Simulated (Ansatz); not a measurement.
Results of G0W0@PBEsol in Ansatz (plane waves, hard PAW, contour deformation) for rock-salt MgS.

The same calculation (at the measured cell, 17.609 Å³/atom) with different numerical settings; throughout: k mesh 2×2×2:

```csv
run,response cutoff (eV),empty bands,quasiparticle gap on the mesh (eV),quasiparticle gap at Γ (eV),rough time
1,100,147,3.536,4.734,4 core-s
2,150,270,3.648,4.791,8 core-s
3,200,416,3.700,4.818,20 core-s
4,250,581,3.735,4.839,30 core-s
5,300,763,3.754,4.850,40 core-s
```

In the column quasiparticle gap on the mesh (eV) the first row differs from the last by -0.218 and the next to last by -0.019.

The last row is no converged limit: other settings stay fixed.

Ansatz is an electronic-structure program.
